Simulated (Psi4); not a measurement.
Psi4 input (wB97X-D/6-311+G**):

```
memory 1500 MB

molecule {
0 2
C    -0.00233672   -0.01320033    0.40656095
C     0.00434316   -0.80707826   -0.83785496
C     0.00558042    0.70710030   -0.90415124
C    -0.00965178    0.02786477    1.68743715
H    -0.90729426   -1.32815147   -1.10616783
H     0.91840434   -1.32918531   -1.09570815
H     0.92166364    1.20832260   -1.19218898
H    -0.90657413    1.20935788   -1.20266321
H    -0.01381006    0.75153746    2.48477683
symmetry c1
no_reorient
no_com
}

set {
  basis 6-311+G**
  reference uks
  scf_type df
  df_basis_scf def2-universal-jkfit
  dft_radial_points 99
  dft_spherical_points 590
  e_convergence 1e-8
  d_convergence 1e-7
  maxiter 150
}

e = energy('wb97x-d')
print_out(f'\nFINAL {e:.10f} DIPOLE {variable("CURRENT DIPOLE")[0]:.6f} {variable("CURRENT DIPOLE")[1]:.6f} {variable("CURRENT DIPOLE")[2]:.6f}\n')
```

Task: What final total energy does it give?

Result: -155.26439 Eh.
